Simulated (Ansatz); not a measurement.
Input file:

```yaml
crystal:
  periodic: [false, false, false]
  atoms:
    - {symbol: B, position_ang: [0.000000, 0.030997, 2.285284]}
    - {symbol: B, position_ang: [0.000000, 0.036089, 0.763636]}
    - {symbol: S, position_ang: [0.000000, -0.062491, -0.990244]}
    - {symbol: H, position_ang: [0.000000, 1.268438, -1.200166]}
basis:
  gaussian: {orbitals: cc-pVDZ}
total_charge: 1
magnetization: {spin_polarized: false, initial_magnetization: 4}
correlation: {method: ccsd_t, electrons: outside_noble_gas}
```

```sh
$ ansatz run in.yaml --threads 1 --pin off --events-out ev --progress --plain --max-ram 2393MiB
```

Output:

```
504 factors; integrals over basis functions are off by at most 1.3e-3 eV
mean field evaluation 1: about -12161.6140 eV, gradient 1.4e1 eV
mean field evaluation 2: about -12161.8243 eV, gradient 1.4e1 eV
mean field evaluation 4: about -12163.5130 eV, gradient 2.2e0 eV
mean field evaluation 8: about -12163.5634 eV, gradient 1.8e-1 eV
mean field evaluation 16: about -12161.6156 eV, gradient 1.4e1 eV
mean field evaluation 32: about -12161.3342 eV, gradient 1.4e-1 eV
mean field evaluation 64: about -12161.3354 eV, gradient 5.4e-4 eV
mean field -12163.56428895 eV, -447.0027428589 hartree, gradient 3.4e-6 eV, S^2 6.000000; 1 other end points of the search recorded, 0 dependent functions left out
determinant -12163.56428895 eV, -447.0027428589 hartree, with singles and doubles -12170.12525198 eV, -447.2438538029 hartree
determinant -12161.33544525 eV, -446.9208343637 hartree, with singles and doubles -12168.05883602 eV, -447.1679144173 hartree
7 core orbitals not correlated: weight in the atoms' cores, before any rotation towards them, 1.000 or more for the frozen orbitals, at most 0.000 for the correlated occupied ones
reference -12163.56428895 eV, -447.0027428589 hartree; 8, 4 occupied and 36, 40 virtual orbitals, 504 factors
second order -5.41708775 eV of doubles, -0.11142142 eV of singles
cycle   1  -6.56109991 eV  change   -1.4e-4 eV  update   5.3e-4
cycle   2  -6.56118203 eV  change   -8.2e-5 eV  update   3.3e-4
cycle   3  -6.56118471 eV  change   -2.7e-6 eV  update   1.5e-4
cycle   4  -6.56116836 eV  change    1.6e-5 eV  update   4.8e-5
cycle   5  -6.56121825 eV  change   -5.0e-5 eV  update   1.3e-5
cycle   6  -6.56124068 eV  change   -2.2e-5 eV  update   4.8e-6
cycle   7  -6.56124090 eV  change   -2.2e-7 eV  update   1.9e-6
perturbative correction -0.21166161 eV, -0.0077784205 hartree
Total energy: -12170.33719145 eV, -447.2516424350 hartree
```

For the same geometry and basis UCCSDT(Q) lies 54.7 meV lower.

Ran on 1 thread of Arm Neoverse V1, shared host: 2.5 s wall, 0.14 GiB peak host memory.
